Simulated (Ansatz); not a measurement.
`CCO` + CH₃SH → `CSCO` + CH₄ at 400 K and 1 bar (substitution at a C–C bond).

Gas-phase electronic energies from Ansatz, PBE0-D4/def2-TZVP geometries. CCSD(T)/CBS is the MP2 limit (def2-TZVPP, def2-QZVPP) plus CCSD(T) − MP2 in def2-TZVPP, frozen cores. This one scheme is used for every species. One conformer a species, not always the lowest.

```csv
species,CCSD(T)/CBS energy (Eh),H − E (kJ/mol),S (J/(mol·K))
`CCO`,-154.88256,231.6,290.7
CH₃SH,-438.22835,138.7,269.4
`CSCO`,-552.65440,240.9,341.2
CH₄,-40.46206,131.3,197.2
```

H − E and S are ideal-gas, rigid-rotor, harmonic terms from PBE0-D4/def2-TZVP, for one conformer and one mirror image of each species. 1 Eh = 2625.50 kJ/mol, R = 8.31446 J/(mol·K).

Q: By hand: ΔE, ΔH, ΔS and ΔG.

A: ΔE = (-552.65440) + (-40.46206) − (-154.88256) − (-438.22835) = -0.00555 Eh = -14.6 kJ/mol. Δ(H − E) = 240.9 + 131.3 − 231.6 − 138.7 = 1.9, so ΔH = -12.7 kJ/mol. ΔS = 341.2 + 197.2 − 290.7 − 269.4 = -21.7 J/(mol·K). ΔG = -12.7 − 400 × (-21.7)/1000 = -4.0 kJ/mol.

Q: By hand: the equilibrium constant, and the temperature at which ΔG would vanish if ΔH and ΔS stayed fixed.

A: log₁₀ K = −ΔG/(RT ln 10) = 0.5. ΔG = 0 at ΔH/ΔS = 585 K.

TΔS isn't small against ΔH here. The sign of ΔG lies within the doubt. A doubt of 5 kJ/mol in ΔE shifts log₁₀ K by 0.7 here. Other conformers and mirror images would add mixing entropy, several J/(mol·K) or more a flexible species. These are equilibria of isolated gas molecules and say nothing of rates. Largest T1 diagnostic: 0.011 (customary marks: 0.02 for closed shells, 0.045 for open ones).
